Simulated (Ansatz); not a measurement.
A calculation with Ansatz (development build ahead of 0.2.0).

```yaml
crystal:
  periodic: [false, false, false]
  atoms:
    - { symbol: B, position_ang: [0.0, 0.0, 0.0] }
    - { symbol: H, position_ang: [1.2257, 0.0, 0.0] }
    - { symbol: H, position_ang: [-0.61285, 1.06149, 0.0] }
    - { symbol: H, position_ang: [-0.61285, -1.06149, 0.0] }
basis:
  gaussian: { orbitals: cc-pVTZ }
total_charge: 1
magnetization:
  initial_magnetization: 1
hamiltonian:
  xc: hf
correlation:
  method: ccsd_t
  frozen_orbitals: { B: 1, H: 0 }
```

The input is written out in the form of the current development build from the run's settings. Correlation on restricted open-shell orbitals is semicanonical, with singles.

Results

```yaml
Converged: yes
Reference_energy: -25.93783 hartree
CCSD_correlation_energy: -0.11392 hartree
Triples_correction: -0.00221 hartree
Total_energy: -26.05395 hartree
Spin_squared_of_the_determinant: 0.750
```
